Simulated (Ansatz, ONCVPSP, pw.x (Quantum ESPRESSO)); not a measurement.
## C: one change to the ONCV potential, in the atom and in the fcc crystal

C (Z = 6), optimised norm-conserving Vanderbilt (ONCV), made with ONCVPSP 4.0.1.1 (patched build) (PBEsol, scalar-relativistic). Core [He], reference 2s2 2p2. Waves: 2s: rc 1.00 bohr, ncon 3, nbas 8, qcut 6.5 1/bohr, 2 projectors, debl 2.2 Ha; 2p: rc 2.15 bohr, ncon 3, nbas 8, qcut 5.5 1/bohr, 2 projectors, debl 3.9 Ha; d scattering state at 0.08 Ha: rc 1.65 bohr, ncon 5, nbas 8, qcut 5.3 1/bohr, 2 projectors, debl 0.3 Ha. Local part: polynomial inside 0.95 bohr (lpopt 1, dvloc0 6 Ha). Core correction: none.

Change: all radii scaled by about 1.08 (s 1.08, p 2.34, d 1.78 bohr); local potential polynomial inside 1.02 bohr (lpopt 1, dvloc0 6 Ha).

Cutoffs, loose and tight: the cutoffs (Ha) at which the residual kinetic energy of the hardest occupied pseudo-wave falls to 1 and 0.1 mHa per electron. They do not see the model core or the augmentation charge, which bear on the density cutoff. Test errors are all-electron minus pseudo excitation energies from the reference, over the configurations 2s2 2p1; 2s2 2p0; 2s1 2p0; 2s1 2p2; variants that change the core or the reference have their own tests.

Crystal test: fcc C in pw.x 7.5, no spin, 18³ k-points, Fermi–Dirac smearing 0.01 Ry, cutoffs set for each file from its atomic test. The reference is all-electron LAPW (Ansatz 0.2.0) with the same functional, mesh and smearing; V0 and B0 come from Birch–Murnaghan fits to the pressures at five volumes. Errors are pseudo minus all-electron; Δ is the rms difference of the E(V) curves that follow from these fits, minima aligned, over ±6 % about the mean V0. Mesh and smearing are coarse, so the numbers serve the comparison and aren't converged zero-temperature values; the lattice is a test structure that the element need not adopt.

All-electron: a0 = 3.037 Å (V0 = 7.00 Å³/atom), B0 = 172.8 GPa.

Task: Does the change bring the crystal closer to the all-electron result?

Result: The mean pressure error goes from +0.56 to +1.52 GPa, so the change moves the solid further from the all-electron pressures.

```json
{"quantity": "outcome (atom)", "base": "generated", "changed": "generated"}
{"quantity": "cutoff, loose (atom)", "base": "19 Ha", "changed": "18 Ha"}
{"quantity": "cutoff, tight (atom)", "base": "44 Ha", "changed": "38 Ha"}
{"quantity": "bound ghosts (atom)", "base": "none", "changed": "none"}
{"quantity": "largest test error (meV) (atom)", "base": "+1010", "changed": "+1195"}
{"quantity": "cutoffs in pw.x (Ry)", "base": "105/420", "changed": "90/360"}
{"quantity": "a0 (Å)", "base": "3.039", "changed": "3.045"}
{"quantity": "a0 error (%)", "base": "+0.09", "changed": "+0.29"}
{"quantity": "B0 error (%)", "base": "-4.8", "changed": "-5.7"}
{"quantity": "Δ (meV/atom)", "base": "0.7", "changed": "2.2"}
{"quantity": "mean pressure error (GPa)", "base": "+0.56", "changed": "+1.52"}
```

Base: The largest radius (2.15 bohr) exceeds half the bond length (2.04 bohr), so the spheres overlap, which is one possible source of error among others. Changed file: The largest radius (2.34 bohr) exceeds half the bond length (2.04 bohr), so the spheres overlap, which is one possible source of error among others.
